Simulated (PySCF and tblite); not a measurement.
Values are calculated unless marked as measured or tabulated.
C₃H₆F₂, numbered as in [F:1][CH2:2][CH2:3][CH2:4][F:5].

The ensemble was built from 90 distance-geometry starts (ETKDG and KDG, MMFF94s, GFN2-xTB) and rests on PBE0-D3(BJ)/def2-SVP geometries. Free energies are PBE0-D3(BJ)/pcSseg-1 (IEF-PCM, cyclohexane) single points with GFN2-xTB rigid-rotor and vibrational terms (modes under about 100 cm⁻¹ blended into free rotors). Symmetry numbers and mirror images are counted. Conformers within 3 kcal/mol (GFN2-xTB free energy) were kept, 4 at most. Run with PySCF (density fitting) and tblite.

Torsions listed: F1–C2–C3–C4, C2–C3–C4–F5. Of a mirror pair one member is shown.

| conformer | shape | symmetry | E(GFN2) kcal/mol |
| --- | --- | --- | --- |
| 1 | 180°, 180° | C2v | 0.96 |
| 2 | 66°, -67° | Cs | 2.72 |
| 3 | -60°, 179° | C1 (pair) | 0.01 |
| 4 | -61°, -61° | C2 (pair) | 0.00 |

Which of these conformers is the most populated at 298.15 K, and with what share?

Conformer 4, about 74 %.

Give the DFT energies and free energies relative to the lowest, and all weights.


| conformer | shape | E(DFT) kcal/mol | G(298.15 K) kcal/mol | weight % |
| --- | --- | --- | --- | --- |
| 1 | 180°, 180° | 2.69 | 2.84 | 0.6 |
| 2 | 66°, -67° | 2.52 | 2.37 | 1.4 |
| 3 | -60°, 179° | 1.20 | 0.68 | 23.5 |
| 4 | -61°, -61° | 0.00 | 0.00 | 74.5 |

How does its share change from 250 K to 373.15 K?

From 82 % to 65 %; the mixing entropy goes from 2.40 to 2.90 cal/(mol K).
